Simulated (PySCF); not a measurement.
## [SiO2]-: from structure and modes to constants

All numbers come from PySCF, UPBE0, basis Si def2-TZVPD, O def2-TZVPD (no relativity, density fitting).

The doublet minimum has C2v symmetry. Masses (u): Si 27.97693, O 15.99492.

```xyz
3
charge -1 multiplicity 2, angstrom
Si    0.0000    0.0000   -0.2922
O     1.4515    0.0000    0.2555
O    -1.4515    0.0000    0.2555
```

Harmonic wavenumbers (cm⁻¹): 339.7 (a1, ×1), 950.4 (a1, ×1), 1228.2 (b2, ×1).

Task: Find the principal moments of inertia and the rotational constants. What kind of rotor is it?

Result: About the centre of mass I = 4.4772, 67.398, 71.875 u Å². With B = 16.8576/I this gives 3.765, 0.2501, 0.2345 cm⁻¹. The molecule is an asymmetric top with κ = -0.99.

Task: What is the harmonic zero-point energy?

Result: Half the sum of all 3 wavenumbers, 2518/2 = 1259 cm⁻¹, which is 15.1 kJ/mol (1 cm⁻¹ = 0.0119627 kJ/mol).

Task: Find the vibrational entropy and heat capacity at 298.15 K.

Result: With u = 1.43878 ω/T, each mode gives S = R[u/(eᵘ−1) − ln(1−e⁻ᵘ)] and C = R u² eᵘ/(eᵘ−1)².
```tsv
ω (cm⁻¹)	u	S (J/(mol K))	C (J/(mol K))
339.7	1.639	5.08	6.68
950.4	4.587	0.48	1.82
1228.2	5.927	0.15	0.78
```
The sums over all modes are S = 5.7 and C = 9.3 J/(mol K); the softest mode gives 89 % of the entropy.

Task: Give the standard entropy (298.15 K, 1 bar) by its translational, rotational, vibrational and spin parts, and Cp.

Result: Sackur–Tetrode with M = 59.97 u gives 159.9; rotation with symmetry number 2 gives 84.3; vibration 5.7; spin R ln 2 = 5.8. The total is 255.7 J/(mol K), and Cp = 4 R + 9.3 = 42.5 J/(mol K).

Other isomers or separated fragments may lie lower. The lowest empty level of this anion is unbound, so it and the gap depend on the basis.
